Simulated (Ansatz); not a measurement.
Relaxation of CH$_{3}$BSi (6 atoms, charge 0, multiplicity 1), to a largest force component of 0.02 eV/Å in at most 40 steps.

Computed with RKS PBE0-D4/def2-SVP (Ansatz 0.2.0).

```xyz
6
Properties=species:S:1:pos:R:3
B 0.106 -2.829 0.954
Si 0.039 -1.122 0.374
C -0.026 0.698 -0.235
H -0.874 0.873 -0.908
H 0.881 0.977 -0.783
H -0.127 1.403 0.598
```

Where does it end, and by what steps?

The run converged. After 10 steps the energy has fallen by 1.028 eV; Si2 moved furthest, 0.77 Å.

```tsv
step	energy less start (eV)	largest force component (eV/Å)	accepted
0	0.0000	4.395	yes
1	-0.3949	1.341	yes
2	-0.6038	0.727	yes
3	-0.7000	1.247	yes
4	-0.8456	0.967	yes
5	-0.9869	0.245	yes
6	-1.0251	0.237	yes
7	-1.0268	0.107	yes
8	-1.0278	0.072	yes
9	-1.0282	0.024	yes
10	-1.0283	0.002	yes
```

```xyz
6
Properties=species:S:1:pos:R:3
B 0.050 -2.176 1.295
Si 0.073 -1.311 -0.371
C -0.016 0.585 -0.254
H -0.904 0.962 -0.786
H 0.888 1.043 -0.683
H -0.092 0.898 0.799
```

Whether the end is a true minimum wasn't checked by a vibrational analysis.

Time of the run: 28 s on 1 thread of Intel(R) Xeon(R) Platinum 8375C CPU @ 2.90GHz (Ice Lake), with other jobs on the host, peak memory 0.14 GiB.
